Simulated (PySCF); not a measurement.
A basis-limit estimate, worked out

An elementary step of SiNH$_{5}$S, closed shell (SiNH₅S ([NH2][SiH2][SH]) → SiNH₃ ([NH][SiH2]) + H₂S; Si–S, N–H broken or loosened, S–H formed or tightened). “Start” and “end” are the PBE0-D4/def2-TZVP structures reached by relaxing down either side of its saddle point, with the molecules still in contact.

Computed with PySCF 2.14 with density fitting (its default auxiliary sets; JK sets also for MP2 and CCSD(T)) (basis: def2-TZVPP and def2-QZVPP); correlated methods freeze the cores.

Energies in eV:

| quantity | end | start |
| --- | --- | --- |
| Hartree–Fock, triple zeta (X = 3) | -20240.41245 | -20243.51347 |
| Hartree–Fock, quadruple zeta (X = 4) | -20241.06344 | -20244.15644 |
| MP2 correlation, X = 3 | -14.50014 | -14.16354 |
| MP2 correlation, X = 4 | -15.57435 | -15.27042 |
| CCSD(T) correlation, X = 3 | -16.33092 | -15.96560 |

Task: Work out the step energy at the basis limit: extrapolate Hartree–Fock as E(X) = E∞ + A exp(−7.88 √X) and the MP2 correlation as E(X) = E∞ + B X^−2.97 (the exponents that Neese and Valeev fitted for def2-TZVPP and QZVPP), then add CCSD(T) − MP2 in triple zeta.

Result: Each step is linear, so take the differences first (end − start): Hartree–Fock 3.10102 (X = 3) and 3.09300 (X = 4); MP2 correlation -0.33660 and -0.30393; CCSD(T) correlation -0.36532.
Two points give E∞ = E(4) + w [E(4) − E(3)], with w = 1/(exp(7.88 (2 − √3)) − 1) = 0.1377 for Hartree–Fock and w = 1/((4/3)^2.97 − 1) = 0.7407 for the correlation.
Hartree–Fock: 3.09300 + 0.1377 × (-0.00802) = 3.0919 eV.
MP2 correlation: -0.30393 + 0.7407 × 0.03267 = -0.2797 eV.
CCSD(T) − MP2: -0.36532 − (-0.33660) = -0.0287 eV.
Sum: 3.0919 + (-0.2797) + (-0.0287) = 2.7835 eV, or 64.19 kcal/mol. Plain CCSD(T) in triple zeta gives 2.7357 eV, so the larger basis shifts the result by 0.0478 eV.

T1 diagnostic: at most 0.018.

Labels in which every atom is bracketed show which atoms are joined, not bond orders.

For scale, one of the runs: CCSD(T)/def2-TZVPP, 185 basis functions, launched by `OMP_NUM_THREADS=4 python run.py`. Hardware: 4 CPU threads of an Arm Neoverse V2, shared host. Wall time 3.5 min; peak host memory 1.7 GiB.
